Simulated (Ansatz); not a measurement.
Input for Ansatz (an electronic-structure program): R-wB97M-V/def2-TZVPPD on CH4 (SMILES C). Files ending in .json are basis or fitting sets from the Basis Set Exchange.

Ansatz 0.2 input:
```yaml
crystal:
  periodic: [false, false, false]
  atoms:
    - {symbol: C, position_ang: [0.00069016, 0.00000000, -1.99985520]}
    - {symbol: H, position_ang: [-0.50741740, 0.88759452, -2.37290605]}
    - {symbol: H, position_ang: [1.03052749, 0.00000000, -2.35282982]}
    - {symbol: H, position_ang: [-0.01314396, 0.00000000, -0.91190852]}
    - {symbol: H, position_ang: [-0.50741740, -0.88759452, -2.37290605]}
basis:
  gaussian:
    orbitals: def2-TZVPPD.json
hamiltonian:
  xc: {name: wB97M-V}
scf: {lower_state_search: off}
```

Program output:

```
WARN ansatz: RAYON_NUM_THREADS=2 ignored (pool sized by the plan → 2); use --threads N
Functional definition: wB97M-V
these checks for a lower state are left out or cut short: stability, starts, cluster_reference, orbital_swaps, neighbouring_geometries, increment
integrals: 0.02 GiB planned
410 factors; their error is unknown
integrals: 0.05 GiB planned
151 factors; integrals over basis functions are off by at most 1.9e-5 eV
mean field: 0.29 GiB planned
mean field evaluation 1: about -1099.4710 eV, gradient 3.4e1 eV
mean field evaluation 2: about -1100.6548 eV, gradient 2.3e1 eV
mean field evaluation 4: about -1101.8764 eV, gradient 1.1e-1 eV
mean field evaluation 8: about -1101.8669 eV, gradient 4.0e-2 eV
mean field evaluation 16: about -1101.8669 eV, gradient 4.5e-7 eV
mean field -1101.86686765 eV, -40.4928605141 hartree, gradient 4.5e-7 eV, S^2 0.000000; 0 other end points of the search recorded, 0 dependent functions left out
reference -1101.86690034 eV, -40.4928617154 hartree; 5, 5 occupied and 100, 100 virtual orbitals, 410 factors
Total energy: -1101.86690034 eV, -40.4928617154 hartree
Checks for a lower state left out: stability, starts, cluster_reference, orbital_swaps, neighbouring_geometries, increment
```

The run converged.

Cost: roughly 1.2 core-seconds.
